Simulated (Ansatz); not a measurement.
# BNH₅ (doublet): from Hartree-Fock to the top rungs at distance N1–H4 along a hydrogen transfer = 1.260 Å, cc-pVDZ

An exercise on one series of results from a longer session: the logs are not shown, and one member is left open.

Program: Ansatz 0.2.0, Gaussian basis. Level of theory: cc-pVDZ, core rule «outside noble gas», up to 2 orbitals frozen. These are calculated values, not measurements.

To be run: UHF; CCSD(T) on ROHF; CCSD(T) on UHF; BCCD(T) on ROHF; CISD; CCSDT(Q) on ROHF; CCSDT(Q) on UHF; CASSCF and MRCISD+Q, 3 electrons in 3 orbitals; CASSCF and NEVPT2, 3 electrons in 3 orbitals.

## What is computed

The geometry derives from fragments relaxed apart (PBE0/def2-TZVP) and kept rigid, so it is no stationary point. A hydrogen atom is moved between rigid fragments.

7 atoms, charge 0, spin multiplicity 2.

Atoms are counted from 1 here; the program's logs count them from 0.

Bond lengths: N1–H2 1.012 Å, N1–H3 1.012 Å, N1–H4 1.260 Å, B5–H6 1.191 Å, B5–H7 1.191 Å. Angles: H2–N1–H3 107.1°, H2–N1–H4 107.1°, H3–N1–H4 107.1°, H6–B5–H7 129.4°.

The first run:

The input, in.yaml:

```yaml
crystal:
  periodic: [false, false, false]
  atoms:
    - {symbol: N, position_ang: [-1.242115, -0.019092, -0.029716]}
    - {symbol: H, position_ang: [-1.539394, 0.948742, -0.029716]}
    - {symbol: H, position_ang: [-1.539394, -0.421390, 0.850543]}
    - {symbol: H, position_ang: [0.017885, -0.019092, -0.029716]}
    - {symbol: B, position_ang: [1.516885, -0.019092, -0.029716]}
    - {symbol: H, position_ang: [2.025959, -0.019092, 1.047292]}
    - {symbol: H, position_ang: [2.025958, -0.019092, -1.106725]}
basis:
  gaussian: {orbitals: cc-pVDZ}
magnetization: {spin_polarized: true, initial_magnetization: 1}
hamiltonian: {xc: hf}
output: {orbitals: {seedname: orbitals}}
```

Started as:

```sh
> ansatz run in.yaml --threads 1 --pin off --events-out ev --progress --plain --max-ram 4096MiB --backend cpu
```

Steps of the session up to this table: UHF; CCSD(T) on ROHF; CCSD(T) on UHF; BCCD(T) on ROHF; CISD; CCSDT(Q) on ROHF; CCSDT(Q) on UHF; CASSCF and MRCISD+Q, 3 electrons in 3 orbitals; CASSCF and NEVPT2, 3 electrons in 3 orbitals.

One table of the session follows, with a row left open; its other results are not shown here.

It belongs to the step «Misses and costs». 

```
       method  from UCCSDT(Q) (meV)
         ROHF               +8739.8
          UHF               +8446.4
         RMP2               +1168.0
         UMP2               +1289.0
         CISD                +950.9
        RCCSD                +235.5
        UCCSD                +225.0
     RCCSD(T)                 +37.5
     UCCSD(T)                 +39.3
      BCCD(T)                 +38.5
       RCCSDT                 +15.3
       UCCSDT                 +14.1
    RCCSDT(Q)                  +0.3
    UCCSDT(Q)                     0
  CASSCF pair               +7995.7
  NEVPT2 pair               +1212.1
  MRCISD pair                +818.0
MRCISD+Q pair                     ?
```

Estimate the missing values for MRCISD+Q pair.

The run gave: from UCCSDT(Q) (meV): +111.7. In the column «from UCCSDT(Q) (meV)» it lies between UCCSD(T) (+39.3) and UCCSD (+225.0).

Limits of these values: Restricted and unrestricted rows rest on different reference determinants; where their highest levels disagree by more than a few hundredths of an eV, they describe different states and don't form one ladder.
